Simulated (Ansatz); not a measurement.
**Al2H (quartet): from Hartree-Fock to the top rungs, cc-pVDZ**

Aim: climb from Hartree-Fock through coupled cluster and multireference methods for Al2H (quartet) at one geometry and basis, and see what each rung misses.

Program: Ansatz 0.2.0, Gaussian basis. Level of theory: cc-pVDZ, core rule «outside noble gas», up to 10 orbitals frozen. These are calculated values, not measurements.

The runs, in order: UHF; CCSD(T) on ROHF; CCSD(T) on UHF; BCCD(T) on ROHF; CISD; CCSDT(Q) on ROHF; CCSDT(Q) on UHF; CISDTQ; CCSDTQ on ROHF; CCSDTQ on UHF; CASSCF and MRCISD+Q, 7 electrons in 9 orbitals; CASSCF and NEVPT2, 7 electrons in 9 orbitals; Full CI.

5 further runs of the same task are left out: 5 set aside as unsound or not needed.

**1. The geometry**

The geometry is a PBE0/def2-TZVP stationary point (not a proven minimum) of the parent state, kept for this charge and spin.

3 atoms, charge 0, spin multiplicity 4.

Atoms are counted from 1 here; the program's logs count them from 0.

Bond lengths: Al1–Al2 2.677 Å, Al1–H3 1.619 Å. Angles: Al2–Al1–H3 180.0°.

**2. UHF**

Contents of in.yaml:

```yaml
crystal:
  periodic: [false, false, false]
  atoms:
    - {symbol: Al, position_ang: [0.000000, 0.000000, 0.352569]}
    - {symbol: Al, position_ang: [0.000000, 0.000000, -2.324369]}
    - {symbol: H, position_ang: [0.000000, 0.000000, 1.971799]}
basis:
  gaussian: {orbitals: cc-pVDZ}
magnetization: {spin_polarized: true, initial_magnetization: 3}
hamiltonian: {xc: hf}
output: {orbitals: {seedname: orbitals}}
```

Command:

```sh
$ ansatz run in.yaml --threads 1 --pin off --events-out ev --progress --plain --max-ram 4096MiB --backend cpu
```

The runs that follow: CCSD(T) on ROHF; CCSD(T) on UHF; BCCD(T) on ROHF; CISD; CCSDT(Q) on ROHF; CCSDT(Q) on UHF; CISDTQ; CCSDTQ on ROHF; CCSDTQ on UHF; CASSCF and MRCISD+Q, 7 electrons in 9 orbitals; CASSCF and NEVPT2, 7 electrons in 9 orbitals; Full CI.

**Question.** What will the summary of the whole plan be? Wanted: FCI below the RHF energy; RMP2 from FCI; UMP2 from FCI; RCCSD from FCI; RCCSD(T) from FCI; UCCSD(T) from FCI; RCCSDT(Q) from FCI; UCCSDT(Q) from FCI; NEVPT2 valence from FCI.

As calculated:

| quantity | value |
| --- | --- |
| FCI below the RHF energy | -3.5465 eV |
| RMP2 from FCI | +22.31 kcal/mol |
| UMP2 from FCI | +23.06 kcal/mol |
| RCCSD from FCI | +5.79 kcal/mol |
| RCCSD(T) from FCI | +1.64 kcal/mol |
| UCCSD(T) from FCI | +1.62 kcal/mol |
| RCCSDT(Q) from FCI | +0.11 kcal/mol |
| UCCSDT(Q) from FCI | +0.09 kcal/mol |
| NEVPT2 valence from FCI | +12.64 kcal/mol |
| MRCISD+Q valence from FCI | +0.08 kcal/mol |
| levels within 1 kcal/mol (43 meV) | RCCSDT, UCCSDT, CISDTQ, RCCSDT(Q), UCCSDT(Q), RCCSDTQ, UCCSDTQ, MRCISD+Q valence |
| T1 diagnostic | 0.052 |
| effectively unpaired electrons | 3.09 |

**Reading.** RCCSD(T) misses by +1.64 kcal/mol, 2.0 % of the correlation energy. The occupations are near whole numbers, but T1 = 0.052 shows that the orbitals relax strongly. Of the multireference levels listed MRCISD+Q valence comes nearest in total energy (+0.08 kcal/mol), which doesn't show that its space is the better one. These misses are within one basis, not against nature; the frozen cores of restricted and unrestricted runs differ, which can shift their rows.
